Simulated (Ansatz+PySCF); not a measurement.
Results of a calculation; reference values are marked as such.
# Several solutions for singlet P2

```xyz
2

P     0.0000    0.0000   -0.9455
P     0.0000    0.0000    0.9455
```

Basis set: def2-SVP (spherical functions). Charge 0, multiplicity 1.

UHF was run from several starts with Ansatz (development build ahead of 0.2.0) and PySCF 2.14.0.

| run | program | start | converged | energy (hartree) | <S²> |
| --- | --- | --- | --- | --- | --- |
| A | Ansatz | search for the lowest state | yes | -681.25369 | 0.71 |
| B | PySCF | program defaults | yes | -681.24544 | 0.00 |
| C | PySCF | guess huckel, instabilities followed | yes | -681.25370 | 0.71 |
| D | PySCF | guess minao, instabilities followed | yes | -681.25370 | 0.71 |
| E | Ansatz | atomic start, no search | yes | -681.24544 | 0.00 |
| F | Ansatz | stability test followed | yes | -681.25369 | 0.71 |
| G | PySCF | guess 1e, instabilities followed | yes | -681.25370 | 0.71 |
| H | PySCF | guess atom, instabilities followed | yes | -681.25370 | 0.71 |

(1) Which runs reached the lowest solution of this kind, and what is wrong with the others?

## Answers

(1) A, C, D, F, G, H reached the lowest solution found. Converged but too high: B by 0.22 eV, E by 0.22 eV. Convergence only shows a stationary point, and even a stable one can lie too high; stability tests and further starts are what find lower ones. Caution: the unrestricted determinant is spin contaminated. Caution: the determinant breaks the point group.
